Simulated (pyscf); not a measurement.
Structures and frequencies: ωB97X-D3(BJ)/def2-SVP in PySCF.

### Question
Estimate the classical barrier height and the reaction energy of H₂Se + gallane (GaH₃) -> H₂Ga–SeH + hydrogen (H₂) at ωB97M-D3(BJ)/def2-TZVP. The step runs on the singlet surface, breaks H–Se, Ga–H and forms Ga–Se, H–H; take the separated reactants as zero.

### Answer
ΔE‡ = 29.1 kJ/mol, ΔE = -92.0 kJ/mol. Zero-point energy shifts the barrier by +6.1 kJ/mol. It is a four-centre exchange, with an imaginary mode of 1200i cm⁻¹. On the reactant side the descent ends in an adduct with a Ga–Se contact, 63.0 kJ/mol under the separated species and 71.9 kJ/mol under the saddle at ωB97X-D3(BJ)/def2-TZVP. What is counted as formed (Ga–Se) is already present as a longer contact in the reactant adduct; forming that adduct is a step of its own. At ωB97X-D3(BJ)/def2-TZVP the barrier from the zero used here is 8.9 kJ/mol. One saddle was located; it need not be the lowest between these sides. Elements up to Kr have no core potential and no relativistic terms here.
